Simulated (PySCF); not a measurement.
Two structures of CH$_{4}$BF, closed shell, reached by relaxing down either side of one saddle point (PBE0-D4/def2-TZVP). Energies are electronic, without zero-point energy. Program: PySCF 2.14 with density fitting (its default auxiliary sets; JK sets also for MP2 and CCSD(T)). Basis: def2-TZVPP and def2-QZVPP. Cores are frozen in the correlated methods. Extrapolation: Hartree–Fock as exp(−7.88 √X), correlation as X^−2.97. First:

B1  (-0.736, 0.052, -0.456)
F2  (-0.732, 0.474, -1.714)
C3  (0.585, -0.019, 0.357)
H4  (0.752, -1.049, 0.695)
H5  (-1.807, -0.261, -0.010)
H6  (0.488, 0.571, 1.275)
H7  (1.464, 0.319, -0.194)
(Å)

Second:

```xyz
7
angstrom
B -0.9749 0.2758 0.5458
F 0.4372 -1.0288 -1.9912
C 0.3983 0.3267 0.6460
H 0.3265 -0.6016 -1.1601
H -2.1423 0.2176 0.4335
H 0.9734 -0.4458 1.1501
H 0.9767 1.1830 0.3092
```

Problem. Which bonds change from the first to the second?

Solution. CH₄BF ([CH3][BH][F]) → CH₃B ([BH][CH2]) + HF; bonds formed: F2–H4; bonds broken: B1–F2, C3–H4.

Problem. Give the saddle point's structure and its height above each. (Judge from chemistry; the value comes from the calculation.)

Solution. Computed: 358.0 kJ/mol above the first and 41.0 kJ/mol above the second (CCSD(T) at an estimated basis limit (MP2 extrapolated from triple and quadruple zeta, plus CCSD(T) − MP2 in triple zeta)).
```json
{"atom": "B1", "x (Å)": "-0.7398", "y (Å)": "0.1568", "z (Å)": "-0.0675"}
{"atom": "F2", "x (Å)": "-0.2504", "y (Å)": "-0.5402", "z (Å)": "-1.5341"}
{"atom": "C3", "x (Å)": "0.5107", "y (Å)": "0.2766", "z (Å)": "0.5925"}
{"atom": "H4", "x (Å)": "0.3702", "y (Å)": "-0.7985", "z (Å)": "-0.7403"}
{"atom": "H5", "x (Å)": "-1.9172", "y (Å)": "0.1083", "z (Å)": "-0.0182"}
{"atom": "H6", "x (Å)": "0.5659", "y (Å)": "0.3373", "z (Å)": "1.6739"}
{"atom": "H7", "x (Å)": "1.4606", "y (Å)": "0.4597", "z (Å)": "0.0935"}
```

T1 diagnostic: at most 0.014.

Labels in which every atom is bracketed show which atoms are joined, not bond orders.

For scale, one of the runs: CCSD(T)/def2-TZVPP, 149 basis functions, launched by `OMP_NUM_THREADS=4 python run.py`. The run took 31 s on 4 CPU threads of an AMD EPYC 9B45 (shared host), with 0.97 GiB of host memory at its peak.
